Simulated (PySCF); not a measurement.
PySCF input:

```python
from pyscf import gto, scf, dft

mol = gto.M(
    atom='''
    C    -0.01425270    0.12435824    1.95470681
    C    -0.00757315   -0.19118066    0.64278123
    C    -0.00245344   -0.56690684   -0.56877122
    C     0.01816492    0.29533709   -1.79293461
    H    -0.94020781    0.24704578    2.51109267
    H     0.90535390    0.22409239    2.52600983
    H     0.03014765    1.38655717   -1.59635947
    H     0.89256220    0.07548540   -2.42067109
    H    -0.85116970    0.09717232   -2.43476519
    ''',
    basis='def2-tzvpd',
    charge=-1,
    spin=0,
    verbose=4,
)

mf = scf.RHF(mol).density_fit(auxbasis='def2-universal-jkfit')
mf.conv_tol = 1e-9
mf.max_cycle = 100
mf.max_memory = 1500
mf.kernel()
if not mf.converged:
    mf = mf.newton()
    mf.kernel(mf.make_rdm1())
mf.analyze()
```

Q: Predict the final energy.

A: -154.31948 Eh (HF/def2-TZVPD).

It need not be the lowest isomer of its formula. Whether it binds its extra electron was not tested at this geometry.
